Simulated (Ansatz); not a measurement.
# C3H4O: rigid scan of one bond length in Python

How does the energy of C3H4O change as one bond is stretched? A script is to give a rigid scan of one bond length; the system is C3H4O. SMILES: C[C]C=O.

All numbers are computed with Ansatz 0.2.0 through its Python package. Level of theory: PBE0/def2-SVP.

## (1) The structure

Bond lengths: C1–C2 1.521 Å, C2–C3 1.496 Å, C3–O4 1.220 Å, C1–H5 1.109 Å, C1–H6 1.111 Å, C1–H7 1.111 Å, C3–H8 1.084 Å. Angles: C1–C2–C3 111.4°, C2–C1–H5 109.0°, C2–C1–H6 110.2°, C2–C1–H7 110.3°, H5–C1–H6 108.8°, H5–C1–H7 108.8°, H6–C1–H7 109.7°, C2–C3–O4 120.4°, C2–C3–H8 119.7°, O4–C3–H8 119.8°.

The script holds or builds the structure itself.

## (2) Script

scan.py reads:

```python
"""Potential curve of C3H4O along one bond."""

import ansatz as az
import numpy as np

geometry_ang = [
    ("C", (-1.0815, 0.0918, 0.1186)),
    ("C", (0.0462, 0.205, -0.8965)),
    ("C", (1.3703, -0.1158, -0.2795)),
    ("O", (1.8476, 0.6148, 0.5735)),
    ("H", (-2.0444, 0.3167, -0.3843)),
    ("H", (-1.1245, -0.9388, 0.5306)),
    ("H", (-0.9315, 0.8189, 0.9446)),
    ("H", (1.9179, -0.9926, -0.607)),
]
system = az.Crystal.molecule()
for symbol, xyz in geometry_ang:
    system = system.atom(symbol, xyz)

symbols = [site.symbol for site in system.cartesian_sites]
start = np.array([site.position_ang for site in system.cartesian_sites])
axis = (start[1] - start[0]) / np.linalg.norm(start[1] - start[0])
moving = [1, 2, 3, 7]
lengths, energies = [1.339, 1.4, 1.461, 1.521, 1.582, 1.643, 1.704, 1.795], []
for length in lengths:
    xyz = start.copy()
    xyz[moving] += (length - np.linalg.norm(start[1] - start[0])) * axis
    point = az.Crystal.molecule()
    for symbol, place in zip(symbols, xyz):
        point = point.atom(symbol, place.tolist())
    calculation = (
        point.calculation()
        .basis(gaussian="def2-SVP")  # the orbital basis, by name
        .functional("pbe0")
        .spin("collinear", total=2)
    )
    report = calculation.run().report
    energies.append(report["free_energy_ev"])
    print(f"r = {length:6.3f} A  E = {energies[-1]:.5f} eV  <S^2> = {abs(report['mean_field']['state']['spin_squared']):.3f}")

# quartic fit about the minimum
fit = np.polynomial.Polynomial.fit(lengths, np.array(energies) - min(energies), 4).convert()
roots = [r.real for r in fit.deriv().roots() if abs(r.imag) < 1e-9 and fit.deriv(2)(r.real) > 0]
r_e = min(roots, key=lambda r: abs(r - lengths[int(np.argmin(energies))]))
print(f"minimum of the fit at {r_e:.4f} A, force constant {fit.deriv(2)(r_e):.2f} eV/A^2")
```

## (3) Launch

Command:

```sh
$ python scan.py
```

Without the output at hand: what should come out? Wanted: range of energy; lowest point, distance.

**Answer**, as computed:

| quantity | value |
| --- | --- |
| bond length at the fit's minimum | 1.4874 Å |
| runs compared | 8 |
| range of energy | 0.838 eV |
| lowest point, distance (Å) | 1.46 |

**Reading.** The lowest point, at 1.46, lies inside the range. The ends stand 0.421 and 0.838 eV above it. The distance scanned is the script's pair 0, 1. What to keep in mind:
- The rest of the molecule is held rigid at a force-field or estimated start geometry, and the basis set is modest; single-reference methods fail as a bond breaks.
- The run takes the species as open-shell (spin multiplicity 3), which needn't be its ground state.
